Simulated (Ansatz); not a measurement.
# CHMgN: the cost of one run

Method: the levels named in each step, in Ansatz 0.2.0.

### Step 1. The system as given

Bond lengths: C1–N2 1.165 Å, N2–Mg3 1.898 Å, Mg3–H4 1.584 Å. Angles: C1–N2–Mg3 180.0°, N2–Mg3–H4 180.0°.

Coordinates:

```xyz
4

C     0.0000    0.0000   -2.2192
N     0.0000    0.0000   -1.0540
Mg    0.0000    0.0000    0.8444
H     0.0000    0.0000    2.4288
```

### Step 2. A rough first relaxation, PBE-D4/def2-SVP

This run stands in another session on the same molecule. It ended at:

```xyz
4

C     0.0000    0.0000   -2.2896
N     0.0000    0.0000   -1.0959
Mg    0.0000    0.0000    0.8479
H     0.0000    0.0000    2.5376
```

### Step 3. Relaxation, HF/STO-3G

The input, input.yaml:

```yaml
crystal:
  periodic: [false, false, false]
  atoms:
    - { symbol: C, position_ang: [0.0, 0.0, -2.28956318] }
    - { symbol: "N", position_ang: [0.0, 0.0, -1.09593617] }
    - { symbol: Mg, position_ang: [0.0, 0.0, 0.84790817] }
    - { symbol: H, position_ang: [0.0, 0.0, 2.53759118] }
basis:
  gaussian: { orbitals: STO-3G }
hamiltonian:
  xc: hf
relax:
  f_tol: 0.002
  max_steps: 150
```

On the command line:

```
$ ansatz run input.yaml --threads 2 --pin off --max-ram 5120MiB --backend cpu --events-out ev --progress --plain --runs-dir out
```

Q: Estimate wall time and peak memory on 2 threads of Arm Neoverse V1, shared host.

About 1.4 s, with a peak of 0.099 GiB.
